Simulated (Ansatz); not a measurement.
# Atomization energy of OF2, singlet, from cheap to dear

Geometry (MP2(full)/6-31G*, from the G2/97 set):

```yaml
atoms:
  - { symbol: F, position_ang: [0.0000, 1.1106, -0.2636] }
  - { symbol: O, position_ang: [0.0000, 0.0000, 0.6260] }
  - { symbol: F, position_ang: [0.0000, -1.1106, -0.2636] }
```

Measured, as an electronic atomization energy: 388.7 kJ/mol (G2/97 heats of formation of molecule and atoms, with zero-point and thermal terms from B3LYP taken off; Curtiss et al., J. Chem. Phys. 106, 1063 (1997), Staroverov et al., J. Chem. Phys. 119, 12129 (2003)). The measured value holds scalar relativity and spin–orbit coupling, which all computed ones lack, and core correlation, which the wave-function levels lack. Atoms are taken at the same level; beside RHF, RMP2 and RCC rows they are unrestricted. The atoms' steps beyond CCSDT(Q) are taken from restricted open-shell runs, which share full CI's core. Ansatz 0.2.0; the 6-31G* set has Cartesian d functions; a miss is computed less measured; times are wall times on shared hosts and scatter by a factor of two or so.

```csv
level,basis,miss (kJ/mol),time of the run,hardware
RHF,cc-pVDZ,-605.0,–,–
UHF,cc-pVDZ,-599.0,–,–
RMP2,cc-pVDZ,-75.2,–,–
UMP2,cc-pVDZ,-112.6,–,–
RCCSD(T),cc-pVDZ,-107.1,0.54 s,1 CPU thread
UCCSD(T),cc-pVDZ,-107.9,4.8 s,1 CPU thread
RCCSDT(Q),cc-pVDZ,-99.7,17 s,1 CPU thread
RCCSDTQ,cc-pVDZ,-100.7,48 s,H100 + 2 CPU threads
RHF,cc-pVTZ,-570.4,2.6 s,1 CPU thread
UHF,cc-pVTZ,-565.8,2.6 s,1 CPU thread
RMP2,cc-pVTZ,7.6,–,–
UMP2,cc-pVTZ,-70.3,–,–
RCCSD(T),cc-pVTZ,-35.8,3.1 s,1 CPU thread
UCCSD(T),cc-pVTZ,-38.7,6 s,H100 + 2 CPU threads
RCCSDT(Q),cc-pVTZ,-30.8,15 s,H100 + 2 CPU threads
RHF,cc-pVQZ,-569.9,–,–
UHF,cc-pVQZ,-565.4,–,–
RMP2,cc-pVQZ,28.2,–,–
UMP2,cc-pVQZ,-50.7,–,–
RCCSD(T),cc-pVQZ,-17.5,2.5 s,H100 + 2 CPU threads
UCCSD(T),cc-pVQZ,-20.4,6 s,H100 + 2 CPU threads
```

HF's time is that of a plain UHF run. A dash: the level came out of a higher level's run.

A composite of the best parts (restricted reference, at this geometry, which isn't the minimum of the high levels):

```json
{"part": "Hartree–Fock limit (T, Q; exp(−5.46 √X))", "kJ/mol": "-181.10"}
{"part": "CCSD(T) correlation limit (T, Q; X⁻³)", "kJ/mol": "565.51"}
{"part": "CCSDT − CCSD(T) (TZ)", "kJ/mol": "-1.56"}
{"part": "(Q) (TZ)", "kJ/mol": "6.58"}
{"part": "CCSDTQ − CCSDT(Q) (DZ)", "kJ/mol": "-0.95"}
{"part": "sum", "kJ/mol": "388.5"}
{"part": "sum less measured", "kJ/mol": "-0.2"}
```
